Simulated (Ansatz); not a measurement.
Iridium, fcc: convergence with the plane-wave cutoff

Computed with Ansatz, PBE, scalar-relativistic PAW, on the relaxed cell (a = 3.872 Å; spin not included). Errors count from a run at 420 eV on a Γ-centred 23×23×23 mesh with Fermi-Dirac smearing of 0.1 eV, extrapolated to zero width. Fixed here: mesh 14×14×14, Fermi-Dirac width 0.1 eV. The pressure holds a Pulay correction and is unreliable far below the recommended cutoff. The SCF starts from atomic densities corrected by a trained network.

```
cutoff (eV)  E(σ→0) error (meV/atom)  P (GPa)  SCF iterations
        150                  43921.2  -130.85               6
        200                  10231.7   -11.55               6
        250                   1571.2     6.70               6
        300                    174.0    -0.57               6
        420                      9.4     0.00               6
        500                      7.1    -0.04               6
        600                      6.6    -0.05               6
        800                      6.4    -0.05               6
```

**Question.** What does the run at 350 give (cutoff)?

**Answer.** E(σ→0) error (meV/atom): 18.0; P (GPa): -0.06; SCF iterations: 6.

Within 5 meV/atom of the last row: from 420 eV on.
